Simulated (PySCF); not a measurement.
Gas-phase reaction: 2 SiHCl2 + SiCl ⇌ 2 SiCl2 + SiH2Cl

Computed with PySCF (xtb for GFN2) and rigid-rotor harmonic-oscillator thermochemistry at 1 bar. † marks an energy on the PBE0/def2-TZVP geometry and frequencies; other levels use their own. MP2 and CCSD(T) freeze the core. Open shells (unrestricted): SiHCl2 (multiplicity 2), SiCl (multiplicity 2, electronic degeneracy 4), SiH2Cl (multiplicity 2); the rest are closed-shell singlets. GFN2 has no spin-polarisation term. Spin-orbit splitting is ignored; it lowers the true energy and changes the entropy of SiCl. SiHCl2, SiH2Cl: computed as isolated molecules; such fragments, hydroxides, amides, oligomers or adducts are transient or little studied in the gas. MP2 isn't extrapolated to the basis-set limit; its ΔH°(298 K) is -138.2 kJ in def2-SVP and -146.9 kJ in def2-TZVPP. CCSD(T) isn't extrapolated to the basis-set limit; its ΔH°(298 K) is -150.1 kJ in def2-SVP and -152.0 kJ in def2-TZVPP. The harmonic model lacks anharmonicity and excited electronic states, which grow with temperature; levels with a mode under 35 cm⁻¹ are left out.

```csv
level,"ΔE electronic, kJ","ΔH°(298 K), kJ","ΔS°(298 K), J/K","ΔG°(1400 K), kJ"
BLYP/def2-TZVP†,-159,-162,-6,-151
CCSD(T)/def2-SVP†,-148,-150,-6,-139
CCSD(T)/def2-TZVPP†,-150,-152,-6,-141
GFN2-xTB,-170,-171,-10,-155
MP2/def2-SVP†,-136,-138,-6,-127
PBE/def2-TZVP†,-146,-149,-6,-138
PBE0/def2-TZVP,-131,-134,-6,-123
LDA/def2-TZVP†,-162,-165,-6,-154
```
ΔH° is lowest at GFN2-xTB and highest at PBE0/def2-TZVP. No reference value is set beside these.
